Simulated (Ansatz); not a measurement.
Cost and result for the atomization energy of C3H6ClFO (`CC(Cl)OCF`) (12 atoms, 11 bonds).

```xyz
12

C    -1.482    0.760    0.664
C    -0.394    0.286   -0.252
Cl   -1.122   -0.569   -1.682
O     0.442   -0.568    0.455
C     1.621   -0.908   -0.173
F     2.454    0.184   -0.258
H    -2.038   -0.093    1.054
H    -2.166    1.419    0.130
H    -1.034    1.304    1.498
H     0.171    1.109   -0.694
H     2.104   -1.660    0.451
H     1.445   -1.265   -1.192
```

The species carries charge 0 and has multiplicity 1. All single points use the PBE0-D4/def2-TZVP geometry. It is one conformer, not always the lowest. Program: Ansatz. All runs use 4 threads of an Intel Xeon 6975P-C on a shared host. Times are those of one run each, without the atoms' runs, and a repeat can differ threefold. Electronic energies, without spin–orbit coupling; frozen cores. CCSD(T)/CBS adds CCSD(T) − MP2 in def2-TZVPP to the MP2 limit, and its time is that of the two runs behind it. T1 = 0.011. B3LYP takes the VWN-RPA correlation (the form of Gaussian; ORCA's B3LYP/G).

CCSD(T)/CBS is a level of theory with its own doubt, some kJ/mol a heavy atom from the limit and from the frozen cores, so smaller differences don't rank the functionals.

```
                             level  functions  wall time
                BLYP-D4/def2-TZVPP        281      1.2 s
               BHLYP-D4/def2-TZVPP        281        2 s
           CAM-B3LYP-D4/def2-TZVPP        281      2.2 s
r2SCAN-D4/def2-TZVPP (with forces)        281      2.6 s
             r2SCANh-D4/def2-TZVPP        281      2.8 s
 B3LYP-D4/def2-TZVPP (with forces)        281        3 s
               PBE-QIDH/def2-TZVPP        281      3.6 s
                 B2PLYP/def2-TZVPP        281      3.7 s
                  CCSD(T)/def2-SVP        118      4.8 s
  ωB97M-V/def2-TZVPP (with forces)        281      6.5 s
                    MP2/def2-QZVPP        535       17 s
                CCSD(T)/def2-TZVPP        281       97 s
                 CCSD(T)/CBS(def2)          –      110 s
```

**Question.** What atomization energy does each give, and how far from CCSD(T)/CBS? (Estimate.)

**Answer.** The calculation gave: 
| level | atomization (kJ/mol) | difference from CCSD(T)/CBS | per bond |
| --- | --- | --- | --- |
| BLYP-D4/def2-TZVPP | 4578.2 | -5.9 | -0.5 |
| BHLYP-D4/def2-TZVPP | 4409.5 | -174.6 | -15.9 |
| CAM-B3LYP-D4/def2-TZVPP | 4601.9 | 17.8 | 1.6 |
| r2SCAN-D4/def2-TZVPP (with forces) | 4604.3 | 20.2 | 1.8 |
| r2SCANh-D4/def2-TZVPP | 4568.8 | -15.3 | -1.4 |
| B3LYP-D4/def2-TZVPP (with forces) | 4570.3 | -13.8 | -1.3 |
| PBE-QIDH/def2-TZVPP | 4565.5 | -18.6 | -1.7 |
| B2PLYP/def2-TZVPP | 4529.9 | -54.2 | -4.9 |
| CCSD(T)/def2-SVP | 4362.7 | -221.4 | -20.1 |
| ωB97M-V/def2-TZVPP (with forces) | 4600.6 | 16.5 | 1.5 |
| MP2/def2-QZVPP | 4640.0 | 55.9 | 5.1 |
| CCSD(T)/def2-TZVPP | 4466.3 | -117.8 | -10.7 |
| CCSD(T)/CBS(def2) | 4584.1 | 0.0 | 0.0 |

From BLYP to BHLYP (50 % exact exchange), in def2-TZVPP and without D4, the atomization energy moves by −142.5 kJ/mol: exact exchange takes away binding that semilocal exchange gives to molecules. In def2-TZVPP, CCSD(T) changes the Hartree–Fock value by +1187.0 kJ/mol (the triples alone add +77.1 kJ/mol) and MP2 by +1291.6 kJ/mol; breaking electron pairs costs correlation energy, which Hartree–Fock lacks. The D4 term adds +37.3 kJ/mol with B3LYP and +19.6 kJ/mol with PBE0; it sums over pairs of atoms, weighted by their polarisabilities, and B3LYP, whose exchange is more repulsive, gets the larger term.
